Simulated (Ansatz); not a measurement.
**AlH (triplet): wave-function methods side by side at distance Al1–H2 = 1.455 Å, cc-pVQZ**

One table from this session's results is given with a row withheld; the runs are named, their logs left out.

Computed with Ansatz 0.2.0, Gaussian basis. Level: cc-pVQZ, core rule «outside noble gas», up to 5 orbitals frozen.

To be run: UHF; CCSD(T) on ROHF; CCSD(T) on UHF; BCCD(T) on ROHF; CCSDT(Q) on ROHF; CCSDT(Q) on UHF; Full CI.

17 further runs of the same task are left out: 4 for a known fault of the program, 10 that didn't finish, 3 set aside as unsound or not needed.

### The system

The geometry derives from a PBE0/def2-TZVP stationary point (not a proven minimum). One bond is set to the value named and the two fragments are kept rigid.

2 atoms, charge 0, spin multiplicity 3.

Atoms are counted from 1 here; the program's logs count them from 0.

Bond lengths: Al1–H2 1.455 Å.

Set-up of the first run:

Contents of in.yaml:

```yaml
crystal:
  periodic: [false, false, false]
  atoms:
    - {symbol: Al, position_ang: [0.000000, 0.000000, 0.000000]}
    - {symbol: H, position_ang: [0.000000, 0.000000, 1.455000]}
basis:
  gaussian: {orbitals: cc-pVQZ}
magnetization: {spin_polarized: true, initial_magnetization: 2}
hamiltonian: {xc: hf}
output: {orbitals: {seedname: orbitals}}
```

The run is started by

```sh
ansatz run in.yaml --threads 1 --pin off --events-out ev --progress --plain --max-ram 2393MiB
```

Among the steps run: UHF; CCSD(T) on ROHF; CCSD(T) on UHF; BCCD(T) on ROHF; CCSDT(Q) on ROHF; CCSDT(Q) on UHF; Full CI.

One table of the session follows, with a row left open; its other results are not shown here.

It belongs to the step «Misses and costs». 

| method | from FCI (kcal/mol) |
| --- | --- |
| ROHF | +37.91 |
| UHF | +37.20 |
| RMP2 | +9.48 |
| UMP2 | +9.23 |
| RCCSD | +1.27 |
| UCCSD | +1.22 |
| RCCSD(T) | +0.33 |
| UCCSD(T) | +0.30 |
| BCCD(T) | +0.32 |
| RCCSDT | +0.02 |
| UCCSDT | -0.01 |
| RCCSDT(Q) | 0.00 |
| UCCSDT(Q) | ? |
| FCI | 0 |

Q: Estimate the row for UCCSDT(Q) from the others.

**Answer.** from FCI (kcal/mol): -0.02. In the column «from FCI (kcal/mol)» it is the lowest.

Caveats from the session: Levels on UHF freeze UHF's core orbitals, full CI those of ROHF, so the U rows can settle a little off it for that reason alone. Restricted and unrestricted rows rest on different reference determinants; where their highest levels disagree by more than a few hundredths of an eV, they describe different states and don't form one ladder.
